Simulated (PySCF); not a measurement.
**SiH2 (SMILES [H][Si][H]) at QCISD(T)/SBKJC (core potential)**

What is the energy change on altering one bond length of SiH2 at QCISD(T)/SBKJC (core potential)? The job is set up through a Python script.

The calculation is run with PySCF 2.14.0.

9 further runs of the same task are left out: 9 set aside as unsound or not needed.

## 1. The structure to begin with

SiH2: 3 atoms, total charge 0, spin state singlet. SMILES: `[H][Si][H]`. The coordinates come from a GFN2-xTB relaxation.

Bond lengths: Si1–H2 1.486 Å, Si1–H3 1.485 Å. Angles: H2–Si1–H3 97.1°.

## 2. The energy at QCISD(T)/SBKJC (core potential)

The input, job.py:

```python
from pyscf import gto, cc

mol = gto.M(
    atom='''
Si     0.009864    -0.015420    -1.239093
H      2.098031    -0.037813     0.637612
H     -2.107895     0.053234     0.601481
''',
    unit='bohr',
    max_memory=1860,
    verbose=4,
    spin=0,
    charge=0,
    ecp={'Si': 'sbkjc'},
    basis='sbkjc',
)

mf = mol.RHF()
mf.conv_tol = 1e-10
mf.kernel()
if not mf.converged:
    mf = mf.newton().run(mf.mo_coeff, mf.mo_occ)

mycc = cc.QCISD(mf)
mycc.kernel()
e_t = mycc.qcisd_t()
etot = mycc.e_tot + e_t
print('E(%s) = %.9f' % ('QCISD(T)', etot))
```

Launch:

```sh
$ OMP_NUM_THREADS=1 python job.py
```

Standard output:

```text
PySCF version 2.14.0

[INPUT] num. atoms = 3
[INPUT] num. electrons = 6
[INPUT] charge = 0
[INPUT] spin (= nelec alpha-beta = 2S) = 0
[INPUT] symmetry False subgroup None
[INPUT] Mole.unit = bohr
[INPUT] Symbol           X                Y                Z      unit          X                Y                Z       unit  Magmom
[INPUT]  1 Si     0.005219804009  -0.008159912592  -0.655699777810 AA    0.009864000000  -0.015420000000  -1.239093000000 Bohr   0.0
[INPUT]  2 H      1.110230193004  -0.020009777877   0.337409739809 AA    2.098031000000  -0.037813000000   0.637612000000 Bohr   0.0
[INPUT]  3 H     -1.115449997012   0.028170219646   0.318290038001 AA   -2.107895000000   0.053234000000   0.601481000000 Bohr   0.0

nuclear repulsion = 3.08755089502884
number of shells = 8
number of NR pGTOs = 22
number of NR cGTOs = 12
basis = sbkjc
ecp = {'Si': 'sbkjc'}

******** <class 'pyscf.scf.hf.RHF'> ********
method = RHF
initial guess = minao
damping factor = 0
level_shift factor = 0
DIIS = <class 'pyscf.scf.diis.CDIIS'>
diis_start_cycle = 1
diis_space = 8
diis_damp = 0
SCF conv_tol = 1e-10
SCF conv_tol_grad = None
SCF max_cycles = 50
direct_scf = True
direct_scf_tol = 1e-13
Set gradient conv threshold to 1e-05
Initial guess from minao.
init E= -4.1862462847131
  HOMO = -0.139618643121827  LUMO = -0.0158621960073457  gap/eV = 3.36758
cycle= 1 E= -4.78549852023073  delta_E= -0.599  |g|= 0.111  |ddm|= 1.84
  HOMO = -0.340622944292202  LUMO = -0.0190894009088378  gap/eV = 8.74937
cycle= 2 E= -4.79491428600245  delta_E= -0.00942  |g|= 0.0235  |ddm|= 0.281
  HOMO = -0.322109196205821  LUMO = -0.000156555544035042  gap/eV = 8.76078
cycle= 3 E= -4.79531444403867  delta_E= -0.0004  |g|= 0.00385  |ddm|= 0.0621
  HOMO = -0.323134859242846  LUMO = -0.000855650773749383  gap/eV = 8.76966
cycle= 4 E= -4.79532762838073  delta_E= -1.32e-05  |g|= 0.000582  |ddm|= 0.0136
  HOMO = -0.323195597734369  LUMO = -0.000848944146874198  gap/eV = 8.77150
cycle= 5 E= -4.7953279746358  delta_E= -3.46e-07  |g|= 5.48e-05  |ddm|= 0.00281
  HOMO = -0.323195445229232  LUMO = -0.000842360982880708  gap/eV = 8.77167
cycle= 6 E= -4.795327977417  delta_E= -2.78e-09  |g|= 3.28e-06  |ddm|= 0.000263
  HOMO = -0.323195597890527  LUMO = -0.000842663674807786  gap/eV = 8.77167
cycle= 7 E= -4.79532797742478  delta_E= -7.79e-12  |g|= 2.29e-07  |ddm|= 1.08e-05
  HOMO = -0.323195579836908  LUMO = -0.000842622134367366  gap/eV = 8.77167
Extra cycle  E= -4.79532797742482  delta_E= -4.26e-14  |g|= 6.07e-08  |ddm|= 6.36e-07
converged SCF energy = -4.79532797742482

******** <class 'pyscf.cc.qcisd.QCISD'> ********
QCISD nocc = 3, nmo = 12
max_cycle = 50
direct = 0
conv_tol = 1e-07
conv_tol_normt = 1e-05
diis_space = 6
diis_start_cycle = 0
diis_start_energy_diff = 1e+09
Init t2, MP2 energy = -4.83438348748293  E_corr(MP2) -0.0390555100581088
Init E_corr(QCISD) = -0.0390555100581113
cycle = 1  E_corr(QCISD) = -0.0502790511945053  dE = -0.0112235411  norm(t1,t2) = 0.0451771
cycle = 2  E_corr(QCISD) = -0.0542095401673572  dE = -0.00393048897  norm(t1,t2) = 0.0219727
cycle = 3  E_corr(QCISD) = -0.0574479001107426  dE = -0.00323835994  norm(t1,t2) = 0.0123284
cycle = 4  E_corr(QCISD) = -0.0572283321893917  dE = 0.000219567921  norm(t1,t2) = 0.00324396
cycle = 5  E_corr(QCISD) = -0.0572336689404872  dE = -5.3367511e-06  norm(t1,t2) = 0.000868754
cycle = 6  E_corr(QCISD) = -0.0572165993674035  dE = 1.70695731e-05  norm(t1,t2) = 0.000207147
cycle = 7  E_corr(QCISD) = -0.0572189775465652  dE = -2.37817916e-06  norm(t1,t2) = 6.14523e-05
cycle = 8  E_corr(QCISD) = -0.0572189478902399  dE = 2.96563252e-08  norm(t1,t2) = 1.33214e-05
cycle = 9  E_corr(QCISD) = -0.0572189304272501  dE = 1.74629898e-08  norm(t1,t2) = 2.81488e-06
QCISD converged
E(QCISD) = -4.852546907852074  E_corr = -0.05721893042725012
QCISD(T) correction = -0.000425524250508113
E(QCISD(T)) = -4.852972432
```

Run time: 0.56 s. Hardware: 1 thread of Arm Neoverse V2, shared host; peak memory 0.13 GiB.

## 3. The distorted shape, same level

The input, run.py:

```python
from pyscf import gto, scf, cc

mol = gto.M(
    atom='''
Si   0.565533  -0.026324  -1.142676
H    1.670543  -0.038174  -0.149566
H   -1.115450   0.028170   0.318290
''',
    ecp={'Si': 'sbkjc'},
    max_memory=1860,
    basis='sbkjc',
    verbose=4,
)

mf = scf.RHF(mol)
mf.conv_tol = 1e-10
mf.kernel()
if not mf.converged:
    mf = mf.newton().run(mf.mo_coeff, mf.mo_occ)

mycc = cc.QCISD(mf)
mycc.kernel()
e_t = mycc.qcisd_t()
e_tot = mycc.e_tot + e_t
print(f'total energy: {e_tot:.8f} hartree')
```

Launch:

```sh
$ OMP_NUM_THREADS=1 python run.py
```

Standard output:

```text
PySCF version 2.14.0

[INPUT] num. atoms = 3
[INPUT] num. electrons = 6
[INPUT] charge = 0
[INPUT] spin (= nelec alpha-beta = 2S) = 0
[INPUT] symmetry False subgroup None
[INPUT] Mole.unit = angstrom
[INPUT] Symbol           X                Y                Z      unit          X                Y                Z       unit  Magmom
[INPUT]  1 Si     0.565533000000  -0.026324000000  -1.142676000000 AA    1.068702484404  -0.049745150503  -2.159344689114 Bohr   0.0
[INPUT]  2 H      1.670543000000  -0.038174000000  -0.149566000000 AA    3.156868749309  -0.072138405079  -0.282638777547 Bohr   0.0
[INPUT]  3 H     -1.115450000000   0.028170000000   0.318290000000 AA   -2.107895005646   0.053233584929   0.601480928188 Bohr   0.0

nuclear repulsion = 2.56207441541749
number of shells = 8
number of NR pGTOs = 22
number of NR cGTOs = 12
basis = sbkjc
ecp = {'Si': 'sbkjc'}

******** <class 'pyscf.scf.hf.RHF'> ********
method = RHF
initial guess = minao
damping factor = 0
level_shift factor = 0
DIIS = <class 'pyscf.scf.diis.CDIIS'>
diis_start_cycle = 1
diis_space = 8
diis_damp = 0
SCF conv_tol = 1e-10
SCF conv_tol_grad = None
SCF max_cycles = 50
direct_scf = True
direct_scf_tol = 1e-13
Set gradient conv threshold to 1e-05
Initial guess from minao.
init E= -4.06408080748445
  HOMO = -0.152828794286151  LUMO = -0.00866655089720347  gap/eV = 3.92285
cycle= 1 E= -4.70130610470643  delta_E= -0.637  |g|= 0.204  |ddm|= 1.83
  HOMO = -0.310951983632052  LUMO = -0.0555518817802148  gap/eV = 6.94979
cycle= 2 E= -4.73809348305816  delta_E= -0.0368  |g|= 0.0398  |ddm|= 0.513
  HOMO = -0.323152753165492  LUMO = -0.0155495609037322  gap/eV = 8.37031
cycle= 3 E= -4.73905162057238  delta_E= -0.000958  |g|= 0.0105  |ddm|= 0.0731
  HOMO = -0.324872694922641  LUMO = -0.0146726993960979  gap/eV = 8.44097
cycle= 4 E= -4.73919470404095  delta_E= -0.000143  |g|= 0.00213  |ddm|= 0.0404
  HOMO = -0.324794544876184  LUMO = -0.0147890918022744  gap/eV = 8.43568
cycle= 5 E= -4.73920251469398  delta_E= -7.81e-06  |g|= 0.000355  |ddm|= 0.0098
  HOMO = -0.324994913995941  LUMO = -0.014811201972897  gap/eV = 8.44053
cycle= 6 E= -4.7392027032166  delta_E= -1.89e-07  |g|= 5.11e-05  |ddm|= 0.00134
  HOMO = -0.324964103007194  LUMO = -0.0148019337619201  gap/eV = 8.43994
cycle= 7 E= -4.73920270682258  delta_E= -3.61e-09  |g|= 7.38e-06  |ddm|= 0.000225
  HOMO = -0.324968283355464  LUMO = -0.0148010875104271  gap/eV = 8.44008
cycle= 8 E= -4.73920270689184  delta_E= -6.93e-11  |g|= 7.91e-07  |ddm|= 3.93e-05
  HOMO = -0.324968015806631  LUMO = -0.0148012742893777  gap/eV = 8.44007
Extra cycle  E= -4.73920270689249  delta_E= -6.51e-13  |g|= 2.67e-07  |ddm|= 2.38e-06
converged SCF energy = -4.73920270689249

******** <class 'pyscf.cc.qcisd.QCISD'> ********
QCISD nocc = 3, nmo = 12
max_cycle = 50
direct = 0
conv_tol = 1e-07
conv_tol_normt = 1e-05
diis_space = 6
diis_start_cycle = 0
diis_start_energy_diff = 1e+09
Init t2, MP2 energy = -4.78755768477238  E_corr(MP2) -0.0483549778798861
Init E_corr(QCISD) = -0.0483549778799495
cycle = 1  E_corr(QCISD) = -0.0640966797892228  dE = -0.0157417019  norm(t1,t2) = 0.0669003
cycle = 2  E_corr(QCISD) = -0.0705710112371589  dE = -0.00647433145  norm(t1,t2) = 0.0342977
cycle = 3  E_corr(QCISD) = -0.0769324259368806  dE = -0.0063614147  norm(t1,t2) = 0.0189954
cycle = 4  E_corr(QCISD) = -0.0767699443578872  dE = 0.000162481579  norm(t1,t2) = 0.00354934
cycle = 5  E_corr(QCISD) = -0.076841177435431  dE = -7.12330775e-05  norm(t1,t2) = 0.00111625
cycle = 6  E_corr(QCISD) = -0.0768142411702836  dE = 2.69362651e-05  norm(t1,t2) = 0.000314911
cycle = 7  E_corr(QCISD) = -0.0768062727514557  dE = 7.96841883e-06  norm(t1,t2) = 9.89229e-05
cycle = 8  E_corr(QCISD) = -0.0768123204469989  dE = -6.04769554e-06  norm(t1,t2) = 3.72213e-05
cycle = 9  E_corr(QCISD) = -0.0768127174370407  dE = -3.96990042e-07  norm(t1,t2) = 1.33456e-05
cycle = 10  E_corr(QCISD) = -0.0768121091849549  dE = 6.08252086e-07  norm(t1,t2) = 6.09779e-06
cycle = 11  E_corr(QCISD) = -0.0768119730662738  dE = 1.36118681e-07  norm(t1,t2) = 1.41933e-06
cycle = 12  E_corr(QCISD) = -0.0768120036579861  dE = -3.05917123e-08  norm(t1,t2) = 4.8643e-07
QCISD converged
E(QCISD) = -4.816014710550476  E_corr = -0.07681200365798611
QCISD(T) correction = -0.000658209001456453
total energy: -4.81667292 hartree
```

Run time: 0.5 s. Hardware: 1 thread of Arm Neoverse V2, shared host; peak memory 0.13 GiB.

## 4. Summary of results

At QCISD(T)/SBKJC (core potential):

```
                                                          quantity        value
                                         first shape: total energy  -4.85297 Eh
                 first shape: dipole moment (Hartree–Fock density)       1.48 D
                  first shape: HOMO energy (Hartree–Fock orbitals)     -8.79 eV
                  first shape: LUMO energy (Hartree–Fock orbitals)     -0.02 eV
                first shape: HOMO–LUMO gap (Hartree–Fock orbitals)      8.77 eV
                                   first shape: correlation energy    -57.6 mEh
                                       first shape: (T) correction    -0.43 mEh
                                        first shape: T1 diagnostic        0.010
                                     distorted shape: total energy  -4.81667 Eh
             distorted shape: dipole moment (Hartree–Fock density)       1.68 D
              distorted shape: HOMO energy (Hartree–Fock orbitals)     -8.84 eV
              distorted shape: LUMO energy (Hartree–Fock orbitals)     -0.40 eV
            distorted shape: HOMO–LUMO gap (Hartree–Fock orbitals)      8.44 eV
                               distorted shape: correlation energy    -77.5 mEh
                                   distorted shape: (T) correction    -0.66 mEh
                                    distorted shape: T1 diagnostic        0.020
energy change with the Si1–H3 bond stretched from 1.485 to 2.228 Å     0.988 eV
```

**Reading.** One bond (distorted shape) is far stretched, which a spin-restricted single reference describes badly; perturbation theory on it can break down and give far too much correlation. With the Si1–H3 bond stretched from 1.485 to 2.228 Å the energy rises by 0.99 eV (22.8 kcal/mol). The first shape isn't relaxed at this level, so the change isn't measured from a minimum. A restricted reference can't describe the breaking bond well at this length. The triples (first shape) make up 0.7 % of the correlation energy. The T1 diagnostic (distorted shape) of 0.020 is above the customary mark for such species, so a single reference may not serve. Mulliken charges (distorted shape) of the mean-field density run from -0.19 on H2 to +0.35 on Si1; they depend strongly on the basis. The triples (distorted shape) make up 0.8 % of the correlation energy.
